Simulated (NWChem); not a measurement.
All runs are NWChem calculations. System: CS, charge 0, spin multiplicity 1, at a geometry optimised with B3LYP/def2-SVP. The structure started from a generated list of species. Level: CIS/aug-cc-pVDZ.

Job file:

```
start mol
memory heap 200 mb stack 900 mb global 1100 mb
geometry units angstroms nocenter noautoz
  C      0.000000     0.000000     1.119212
  S      0.000000     0.000000    -0.419705
  symmetry group C2v
end
basis spherical
  * library aug-cc-pvdz
end
dft
  xc hfexch
  semidirect memsize 60000000 filesize 0
  iterations 100
end
tddft
  cis
  nroots 6
  notriplet
  thresh 1e-4
end
task tddft energy
```

Output (cleaned and shortened):

```
             Northwest Computational Chemistry Package (NWChem) 7.3.0
             --------------------------------------------------------

                                NWChem Input Module
                                -------------------

 Scaling coordinates for geometry "geometry" by  1.889725989
 (inverse scale =  0.529177249)

 Turning off AUTOSYM since
 SYMMETRY directive was detected!

                             Geometry "geometry" -> ""
                             -------------------------

 Output coordinates in angstroms (scale by  1.889725989 to convert to a.u.)

  No.       Tag          Charge          X              Y              Z
 ---- ---------------- ---------- -------------- -------------- --------------
    1 C                    6.0000     0.00000000     0.00000000     1.11921200
    2 S                   16.0000     0.00000000     0.00000000    -0.41970500

 Effective nuclear repulsion energy (a.u.)      33.0108874643

            Nuclear Dipole moment (a.u.)
            ----------------------------
        X                 Y               Z
 ---------------- ---------------- ----------------
     0.0000000000     0.0000000000    -0.0000151178

      Symmetry information
      --------------------

 Group name             C2v
 Group number             16
 Group order               4
 No. of unique centers     2

      Symmetry unique atoms

     1    2


 Summary of "ao basis" -> "" (spherical)
 ------------------------------------------------------------------------------
       Tag                 Description            Shells   Functions and Types
 ---------------- ------------------------------  ------  ---------------------
 *                        aug-cc-pvdz                 on all atoms

  xc_inp: hfexch multiplicative factor not found.

                                 NWChem DFT Module
                                 -----------------

 Summary of "ao basis" -> "ao basis" (spherical)
 ------------------------------------------------------------------------------
       Tag                 Description            Shells   Functions and Types
 ---------------- ------------------------------  ------  ---------------------
 C                        aug-cc-pvdz                9       23   4s3p2d
 S                        aug-cc-pvdz               11       27   5s4p2d

 Summary of "ao basis" -> "ao basis" (spherical)
 ------------------------------------------------------------------------------
       Tag                 Description            Shells   Functions and Types
 ---------------- ------------------------------  ------  ---------------------
 C                        aug-cc-pvdz                9       23   4s3p2d
 S                        aug-cc-pvdz               11       27   5s4p2d

      Symmetry analysis of basis
      --------------------------

        a1         24
        a2          4
        b1         11
        b2         11

            General Information
            -------------------
          SCF calculation type: DFT
          Wavefunction type:  closed shell.
          No. of atoms     :     2
          No. of electrons :    22
           Alpha electrons :    11
            Beta electrons :    11
          Charge           :     0
          Spin multiplicity:     1
          Use of symmetry is: off; symmetry adaption is: on
          Maximum number of iterations: 100
          AO basis - number of functions:    50
                     number of shells:    20
          Convergence on energy requested:  1.00D-06
          Convergence on density requested:  1.00D-05
          Convergence on gradient requested:  5.00D-04

              XC Information
              --------------
                     Hartree-Fock (Exact) Exchange  1.000

          Convergence Information
          -----------------------
          Convergence aids based upon iterative change in
          total energy or number of iterations.
          Levelshifting, if invoked, occurs when the
          HOMO/LUMO gap drops below (HL_TOL):  1.00D-02
          DIIS, if invoked, will attempt to extrapolate
          using up to (NFOCK): 10 stored Fock matrices.

                    Damping( 0%)  Levelshifting(0.5)       DIIS
                  --------------- ------------------- ---------------
          dE  on:    start            ASAP                start
          dE off:    2 iters        100 iters           100 iters

      Screening Tolerance Information
      -------------------------------
          Density screening/tol_rho:  1.00D-10
          AO Gaussian exp screening on grid/accAOfunc:  14
          CD Gaussian exp screening on grid/accCDfunc:  20
          XC Gaussian exp screening on grid/accXCfunc:  20
          Schwarz screening/accCoul:  1.00D-08

      Superposition of Atomic Density Guess
      -------------------------------------

 Sum of atomic energies:        -435.14585570

      Non-variational initial energy
      ------------------------------

 Total energy =    -435.453031
 1-e energy   =    -665.139192
 2-e energy   =     196.675273
 HOMO         =      -0.305956
 LUMO         =      -0.038223

      Symmetry analysis of molecular orbitals - initial
      -------------------------------------------------

 !! scf_movecs_sym_adapt:   30 vectors were symmetry contaminated

  Symmetry fudging

 !! scf_movecs_sym_adapt:   28 vectors were symmetry contaminated

  Numbering of irreducible representations:

     1 a1          2 a2          3 b1          4 b2

  Orbital symmetries:

     1 a1          2 a1          3 a1          4 a1          5 b1
     6 b2          7 a1          8 a1          9 b2         10 b1
[...]
            Beta electrons :      11
              No. of roots :       6
          Max subspacesize :    5200
            Max iterations :     100
               Target root :       1
           Target symmetry : none
      Symmetry restriction : off
                 Algorithm : Optimal
        Davidson threshold :  0.10D-03

            Memory Information
            ------------------
          Available GA space size is         144176700 doubles
          Available MA space size is         144176084 doubles
          Length of a trial vector is          429
          Algorithm : Incore multiple tensor contraction
          Estimated peak GA usage is           6822474 doubles
          Estimated peak MA usage is             18600 doubles

    6 smallest eigenvalue differences (eV)
--------------------------------------------------------
  No. Spin  Occ  Vir  Irrep   E(Occ)    E(Vir)   E(Diff)
--------------------------------------------------------
    1    1   11   12 a2       -0.464     0.048    13.925
    2    1   11   13 a1       -0.464     0.048    13.925
    3    1   10   12 a1       -0.464     0.048    13.925
    4    1   10   13 a2       -0.464     0.048    13.925
    5    1    9   12 b2       -0.472     0.048    14.153
    6    1    9   13 b1       -0.472     0.048    14.153
--------------------------------------------------------

  Entering Davidson iterations
  Restricted singlet excited states

  Iter   NTrls   NConv    DeltaV     DeltaE      Time
  ----  ------  ------  ---------  ---------  ---------
    1      6       0     0.22E+00   0.10+100        5.3
    2     12       0     0.53E-01   0.75E-01        5.3
    3     18       0     0.34E-01   0.12E-01        6.2
    4     24       0     0.14E-01   0.13E-02        6.1
    5     30       3     0.14E-01   0.36E-03        5.6
    6     33       5     0.54E-02   0.13E-03        5.7
    7     34       5     0.19E-02   0.20E-04        5.2
    8     35       5     0.64E-03   0.35E-05        5.4
    9     36       5     0.20E-03   0.24E-06        5.2
   10     37       6     0.10E-03   0.18E-07        5.3
  ----  ------  ------  ---------  ---------  ---------
  Convergence criterion met

  Ground state a1       -435.333981873588 a.u.

  ----------------------------------------------------------------------------
  Root   1 singlet b2             0.190817982 a.u.                5.1924 eV
  ----------------------------------------------------------------------------
     Transition Moments    X  0.01056   Y -0.26995   Z  0.00000
     Transition Moments   XX -0.00000  XY -0.00000  XZ  0.09152
     Transition Moments   YY  0.00000  YZ -2.33911  ZZ  0.00000
     Dipole Oscillator Strength                    0.0092848422
     Electric Quadrupole                           0.0000002027
     Magnetic Dipole                               0.0000038303
     Total Oscillator Strength                     0.0092888752

          sigma_e =   1.4389 Angstrom
          sigma_h =   1.2997 Angstrom
         |d_h->e| =   0.4595 Angstrom
            d_exc =   1.9787 Angstrom
            d_CD1 =   0.5986 Angstrom
            d_CD2 =  -0.9098 Angstrom
            d_CD3 =   2.4382 Angstrom
     Pearson C.C. =   0.0148

     Occ.    7  a1  ---  Virt.   12  b2      -0.07372
     Occ.    9  a1  ---  Virt.   12  b2       0.92170
     Occ.    9  a1  ---  Virt.   19  b2      -0.34614
     Occ.    9  a1  ---  Virt.   25  b2      -0.05322
     Occ.    9  a1  ---  Virt.   30  b2      -0.09673
     Occ.    9  a1  ---  Virt.   37  b2      -0.06408
  ----------------------------------------------------------------------------
  Root   2 singlet b1             0.190817982 a.u.                5.1924 eV
  ----------------------------------------------------------------------------
     Transition Moments    X -0.26995   Y -0.01056   Z  0.00000
     Transition Moments   XX -0.00000  XY  0.00000  XZ -2.33911
     Transition Moments   YY  0.00000  YZ -0.09152  ZZ  0.00000
     Dipole Oscillator Strength                    0.0092848422
     Electric Quadrupole                           0.0000002027
     Magnetic Dipole                               0.0000038303
     Total Oscillator Strength                     0.0092888752

          sigma_e =   1.4389 Angstrom
          sigma_h =   1.2997 Angstrom
         |d_h->e| =   0.4595 Angstrom
            d_exc =   1.9787 Angstrom
            d_CD1 =   0.5986 Angstrom
            d_CD2 =  -0.9098 Angstrom
            d_CD3 =   2.4382 Angstrom
     Pearson C.C. =   0.0148

     Occ.    7  a1  ---  Virt.   13  b1      -0.07372
     Occ.    9  a1  ---  Virt.   13  b1       0.92170
     Occ.    9  a1  ---  Virt.   20  b1      -0.34614
     Occ.    9  a1  ---  Virt.   26  b1       0.05322
     Occ.    9  a1  ---  Virt.   31  b1       0.09673
     Occ.    9  a1  ---  Virt.   38  b1      -0.06408
  ----------------------------------------------------------------------------
  Root   3 singlet a2             0.192606508 a.u.                5.2411 eV
  ----------------------------------------------------------------------------
     Transition Moments    X  0.00000   Y  0.00000   Z  0.00000
     Transition Moments   XX  0.00000  XY -0.00000  XZ  0.00000
     Transition Moments   YY  0.00000  YZ  0.00000  ZZ  0.00000
     Dipole Oscillator Strength                    0.0000000000
     Electric Quadrupole                           0.0000000000
     Magnetic Dipole                               0.0000000000
     Total Oscillator Strength                     0.0000000000

          sigma_e =   1.4942 Angstrom
          sigma_h =   1.2690 Angstrom
         |d_h->e| =   0.3972 Angstrom
            d_exc =   2.0002 Angstrom
            d_CD1 =   0.6225 Angstrom
            d_CD2 =  -0.9844 Angstrom
            d_CD3 =   2.3974 Angstrom
     Pearson C.C. =   0.0000

     Occ.   10  b2  ---  Virt.   13  b1       0.66445
     Occ.   10  b2  ---  Virt.   20  b1      -0.23422
     Occ.   11  b1  ---  Virt.   12  b2      -0.66445
     Occ.   11  b1  ---  Virt.   19  b2       0.23422
  ----------------------------------------------------------------------------
  Root   4 singlet a2             0.204264668 a.u.                5.5583 eV
  ----------------------------------------------------------------------------
     Transition Moments    X -0.00000   Y  0.00000   Z -0.00000
     Transition Moments   XX -0.00000  XY -0.20074  XZ -0.00000
     Transition Moments   YY -0.00000  YZ  0.00000  ZZ  0.00000
     Dipole Oscillator Strength                    0.0000000000
     Electric Quadrupole                           0.0000000018
     Magnetic Dipole                               0.0000000000
     Total Oscillator Strength                     0.0000000018

          sigma_e =   1.5179 Angstrom
          sigma_h =   1.2688 Angstrom
         |d_h->e| =   0.3903 Angstrom
            d_exc =   2.0107 Angstrom
            d_CD1 =   0.6394 Angstrom
            d_CD2 =  -1.0031 Angstrom
            d_CD3 =   2.4010 Angstrom
     Pearson C.C. =   0.0061

     Occ.   10  b2  ---  Virt.   13  b1      -0.66805
     Occ.   10  b2  ---  Virt.   20  b1       0.22505
     Occ.   11  b1  ---  Virt.   12  b2      -0.66805
     Occ.   11  b1  ---  Virt.   19  b2       0.22505
  ----------------------------------------------------------------------------
  Root   5 singlet a1             0.204264668 a.u.                5.5583 eV
  ----------------------------------------------------------------------------
     Transition Moments    X -0.00000   Y -0.00000   Z -0.00000
     Transition Moments   XX  0.20074  XY -0.00000  XZ -0.00000
     Transition Moments   YY -0.20074  YZ -0.00000  ZZ -0.00000
     Dipole Oscillator Strength                    0.0000000000
     Electric Quadrupole                           0.0000000018
     Magnetic Dipole                               0.0000000000
     Total Oscillator Strength                     0.0000000018

          sigma_e =   1.5179 Angstrom
          sigma_h =   1.2688 Angstrom
         |d_h->e| =   0.3903 Angstrom
            d_exc =   2.0107 Angstrom
            d_CD1 =   0.6394 Angstrom
            d_CD2 =  -1.0031 Angstrom
            d_CD3 =   2.4010 Angstrom
     Pearson C.C. =   0.0061

     Occ.   10  b2  ---  Virt.   12  b2      -0.66805
     Occ.   10  b2  ---  Virt.   19  b2       0.22505
     Occ.   11  b1  ---  Virt.   13  b1       0.66805
     Occ.   11  b1  ---  Virt.   20  b1      -0.22505
  ----------------------------------------------------------------------------
  Root   6 singlet a1             0.338166742 a.u.                9.2020 eV
  ----------------------------------------------------------------------------
     Transition Moments    X -0.00000   Y -0.00000   Z -1.39990
     Transition Moments   XX  0.55854  XY -0.00000  XZ -0.00000
     Transition Moments   YY  0.55854  YZ  0.00000  ZZ -1.91979
     Dipole Oscillator Strength                    0.4418066438
     Electric Quadrupole                           0.0000004216
     Magnetic Dipole                               0.0000000000
     Total Oscillator Strength                     0.4418070654

          sigma_e =   2.0100 Angstrom
          sigma_h =   1.3275 Angstrom
         |d_h->e| =   0.1203 Angstrom
            d_exc =   2.4327 Angstrom
            d_CD1 =   0.8028 Angstrom
            d_CD2 =  -1.5484 Angstrom
            d_CD3 =   2.5530 Angstrom
     Pearson C.C. =  -0.0189

     Occ.    8  a1  ---  Virt.   17  a1      -0.10269
     Occ.    8  a1  ---  Virt.   18  a1      -0.07963
     Occ.    8  a1  ---  Virt.   22  a1       0.11016
     Occ.    9  a1  ---  Virt.   14  a1       0.18535
     Occ.    9  a1  ---  Virt.   18  a1      -0.23657
     Occ.    9  a1  ---  Virt.   21  a1       0.07282
     Occ.    9  a1  ---  Virt.   22  a1       0.36568
     Occ.    9  a1  ---  Virt.   35  a1       0.10547
     Occ.   10  b2  ---  Virt.   12  b2       0.59274
     Occ.   10  b2  ---  Virt.   15  b2      -0.06549
     Occ.   11  b1  ---  Virt.   13  b1       0.59274
     Occ.   11  b1  ---  Virt.   16  b1      -0.06549

              Target root =      1
          Target symmetry = none
      Ground state energy =   -435.333981873588
        Excitation energy =      0.190817982142
     Excited state energy =   -435.143163891446

  stored tddft:energy   -435.14316389144579

 Task  times  cpu:       57.0s     wall:       57.0s

 Total times  cpu:       57.0s     wall:       57.0s
```
